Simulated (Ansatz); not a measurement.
# C₃H₅O−: energies up the ladder

The task, for C₃H₅O−: energies up the ladder. Charge -1.

Computed with Ansatz 0.2.0 (the levels named in each step, unless a step's input says otherwise).

**1. Starting point**

Bond lengths: C1–C2 1.498 Å, C2–C3 1.356 Å, C3–O4 1.263 Å, C1–H5 1.108 Å, C1–H6 1.092 Å, C1–H7 1.096 Å, C2–H8 1.085 Å, C3–H9 1.137 Å. Angles: C1–C2–C3 123.9°, C1–C2–H8 116.2°, C3–C2–H8 119.9°, C2–C1–H5 112.5°, C2–C1–H6 110.0°, C2–C1–H7 112.7°, H5–C1–H6 107.4°, H5–C1–H7 106.4°, H6–C1–H7 107.6°, C2–C3–O4 129.5°, C2–C3–H9 113.6°, O4–C3–H9 116.9°.

Coordinates:

```xyz
9

C    -1.9098    0.1379   -0.0441
C    -0.5163   -0.1450    0.4273
C     0.5952    0.0929   -0.3124
O     1.8096   -0.1032   -0.0253
H    -2.5347   -0.7758   -0.0911
H    -1.8840    0.5684   -1.0477
H    -2.4406    0.8434    0.6060
H    -0.4230   -0.5668    1.4228
H     0.3741    0.5339   -1.3371
```

**2. A rough first relaxation, PBE-D4/def2-SVPD**

The input, input.yaml:

```yaml
crystal:
  periodic: [false, false, false]
  atoms:
    - { symbol: C, position_ang: [-1.90978, 0.13786, -0.0441] }
    - { symbol: C, position_ang: [-0.51627, -0.14496, 0.42734] }
    - { symbol: C, position_ang: [0.59517, 0.09289, -0.31241] }
    - { symbol: O, position_ang: [1.8096, -0.1032, -0.02534] }
    - { symbol: H, position_ang: [-2.53475, -0.77576, -0.09111] }
    - { symbol: H, position_ang: [-1.88404, 0.5684, -1.04768] }
    - { symbol: H, position_ang: [-2.44062, 0.84335, 0.60596] }
    - { symbol: H, position_ang: [-0.42298, -0.5668, 1.42278] }
    - { symbol: H, position_ang: [0.3741, 0.53387, -1.33712] }
total_charge: -1
basis:
  gaussian: { orbitals: def2-SVPD }
hamiltonian:
  xc: pbe
  dispersion: d4
relax:
  f_tol: 0.03
  max_steps: 200
```

Command:

```bash
> ansatz run input.yaml --threads 4 --pin off --max-ram 10240MiB --backend cpu --events-out ev --progress --plain --runs-dir out
```

The runs that follow: Relaxation, PBE0-D4/def2-TZVPPD; Frequencies, PBE0-D4/def2-TZVPPD; Single point, PBE-D4/def2-TZVPPD; Single point, r2SCAN-D4/def2-TZVPPD; Single point, B3LYP-D4/def2-TZVPPD; Single point, wB97M-V/def2-TZVPPD; Single point, B2PLYP/def2-TZVPPD; Single point, LDA/def2-TZVPPD; Single point, PBE0-D4/def2-SVPD; Single point, PBE-D4/def2-SVPD; Single point, CCSD(T)/def2-TZVPPD; Single point, MP2/def2-QZVPPD.

Q: Predict the outcome of this session. Wanted: C1–C2 at PBE0-D4/def2-TZVPPD; C2–C3 at PBE0-D4/def2-TZVPPD; C3–O4 at PBE0-D4/def2-TZVPPD; frequencies at PBE0-D4/def2-TZVPPD; energy at CCSD(T)/CBS.

**Answer**, as computed:

| quantity | value |
| --- | --- |
| C1–C2 at PBE0-D4/def2-TZVPPD | 1.493 Å |
| C2–C3 at PBE0-D4/def2-TZVPPD | 1.375 Å |
| C3–O4 at PBE0-D4/def2-TZVPPD | 1.263 Å |
| frequencies at PBE0-D4/def2-TZVPPD | 181 to 3117 cm⁻¹ |
| energy at CCSD(T)/CBS | -5233.531 eV |

In words: No mode is imaginary, so the geometry is a minimum. These totals serve in differences with atoms or fragments at the same level; alone they don't rank the methods.
